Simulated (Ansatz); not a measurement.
Ideal-gas functions of C3H5N, SMILES `NC1=CC1` at 500 K and 1 bar, from an Ansatz frequency run at PBE0-D4/def2-TZVP.

Molar mass 55.08 g/mol, point group C1 (symmetry number 1), electronic degeneracy 1, moments of inertia 22.998, 72.103, 91.457 u Å². Harmonic wavenumbers (cm⁻¹, unscaled): 303, 373, 437, 495, 645, 739, 966, 1017, 1059, 1099, 1110, 1137, 1327, 1520, 1639, 1907, 3019, 3072, 3320, 3597, 3707.

Use S(trans) = R[1.5 ln M + 2.5 ln T − 1.1517]; rotational temperatures θ = 24.2544 K / I; S(rot) = R[ln(√π/σ · √(T³/θAθBθC)) + 1.5]; for each mode x = 1.438777 ν̃/T, S = R[x/(eˣ − 1) − ln(1 − e⁻ˣ)] and H = RT x/(eˣ − 1); 1 cm⁻¹ = 0.0119627 kJ/mol; R = 8.31446 J/(mol·K).

Q: By hand: the entropy, in J/(mol·K).

A: Translation 169.6. Rotation: θ = 1.0546, 0.3364, 0.2652 K, giving 104.6. Vibration, mode by mode: 9.71, 8.11, 6.94, 6.04, 4.27, 3.45, 2.06, 1.84, 1.67, 1.52, 1.48, 1.39, 0.90, 0.57, 0.43, 0.22, 0.01, 0.01, 0.01, 0.00, 0.00, in all 50.6. Electronic 0.0. Sum 324.8 J/(mol·K).

Q: By hand: H − E and G − E in kJ/mol, counted from the electronic energy.

A: Zero-point energy ½ × 32488 × 0.0119627 = 194.3; thermal vibration 16.2; translation, rotation and pV give 4 RT = 16.6. H − E = 227.1 kJ/mol, and G − E = 227.1 − 500 × 324.8/1000 = 64.7 kJ/mol.

Vibration gives 16 % of the entropy. The sum counts one conformer and one mirror image; others add a mixing term.
